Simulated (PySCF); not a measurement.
Compound: trans-1-chloro-2-fluoroethylene, C2H2ClF.
Numbering: `[F:1]/[CH:2]=[CH:3]/[Cl:4]` (hydrogens: H5 on C2; H6 on C3)

Cartesian coordinates in Å at the PBE0-D3(BJ)/def2-TZVP level; atoms count from 1:
```
atom  x, y, z in Å
F1    -1.5788    0.8534    0.2609
C2    -0.6752   -0.1110    0.0909
C3     0.5994    0.1832   -0.0885
Cl4    1.7755   -1.0421   -0.3108
H5    -1.0921   -1.1101    0.1150
H6     0.9674    1.2000   -0.1045
```

Level: wB97X-D/pcSseg-2 in PySCF, non-relativistic, on one gas-phase PBE0-D3(BJ)/def2-TZVP geometry that isn't relaxed in the solvent. The solvent is an IEF-PCM continuum (Bondi radii, 1.10 Å for H, scaled by 1.2). The model holds no explicit solvent molecules, cavitation or dispersion.

Gas phase at wB97X-D/pcSseg-2: HOMO -9.32 eV, LUMO 1.58 eV, dipole 0.18 D.

Q: What does the continuum do to the energy, the frontier levels and the dipole at wB97X-D/pcSseg-2 in chloroform?

A: 
```json
{"solvent": "chloroform", "ε": "4.711", "E(solvent) − E(gas) (kJ/mol)": "-7.62", "polarisation term (kJ/mol)": "-8.21", "distortion of the solute (kJ/mol)": "0.59", "HOMO (eV)": "-9.22", "LUMO (eV)": "1.74", "dipole (D)": "0.24"}
```

The first energy column is the sum of the next two and covers electrostatics alone.

The pairwise dispersion term of wB97X-D wasn't added to the energies; at a given geometry it leaves orbitals and properties as they are.
